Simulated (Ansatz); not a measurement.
hcp Sc

These are r²SCAN in Ansatz (PAW) values and carry that method's errors.

Run with plane-wave cutoff 560 eV, 18×18×10 k mesh (along the axes of the cell as run), Fermi–Dirac smearing 0.05 eV, scalar-relativistic PAW data made under PBE.

Cell (relaxed at this level):

```cif
data_Sc2
_chemical_formula_sum 'Sc2'
_space_group_name_H-M_alt 'P63/mmc'
_space_group_IT_number 194
_space_group_name_Hall '-P 6c 2c'
_cell_length_a 3.32968
_cell_length_b 3.32968
_cell_length_c 5.19205
_cell_angle_alpha 90.000
_cell_angle_beta 90.000
_cell_angle_gamma 120.000
loop_
_atom_site_label
_atom_site_type_symbol
_atom_site_symmetry_multiplicity
_atom_site_Wyckoff_symbol
_atom_site_fract_x
_atom_site_fract_y
_atom_site_fract_z
_atom_site_occupancy
Sc1 Sc 2 c 0.33333 0.66667 0.25000 1
```

```json
{
 "bulk_modulus": "54.9 GPa",
 "band_gap": "none",
 "pressure derivative B′ of the bulk modulus": "3.2"
}
```

Measured, for comparison: bulk modulus 55.6 GPa (zero-point energy and finite temperature contributions removed, our sources range from 44.5 to 55.6; as tabulated in doi:10.1021/acs.jctc.3c00612). Computed (rounded) less measured: bulk modulus not scored (sources differ).

Note: the bulk modulus comes from volumes at which shape and atoms were relaxed.

The computed numbers hold no vibrational or temperature effects.

Cost on a shared machine: very roughly 4 core-minutes.

Ansatz is a first-principles code.
